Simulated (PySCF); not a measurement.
Coordinates in bohr (charge 0 multiplicity 2):
```
N     0.0001   -0.6180    0.0000
O     0.0000    0.2705    2.0944
O     0.0000    0.2705   -2.0944
```

All numbers come from UPBE/[N def2-TZVP, O def2-TZVP], no relativity, density fitting, PySCF.

This geometry of NO2 is a stationary point at this level.

Question: What is the point group?

Answer: C2v.

Question: Is it a minimum?

Answer: Yes: all harmonic wavenumbers are real.

Question: What are the dipole moment and the gap between the highest occupied and lowest empty levels of either spin?

Answer: 0.24 D and 1.44 eV.

Question: Give the atomic charges and bond orders.

Answer: 
```csv
atom,Mulliken,Löwdin,polar tensor,spin (Mulliken),Mayer order to N1
N1,0.29,-0.12,0.69,0.46,–
"O2,3",-0.14,0.06,-0.35,0.27,1.78
```
Other Mayer orders above 0.3: O–O 0.34.

Question: Give the ideal-gas entropy at 298.15 K and 1 bar by parts.

Answer: translation 156.6, rotation 76.7, vibration 1.2, spin 5.8; total 240.3 J/(mol K).

Only a few start shapes were tried, so a lower isomer may exist.
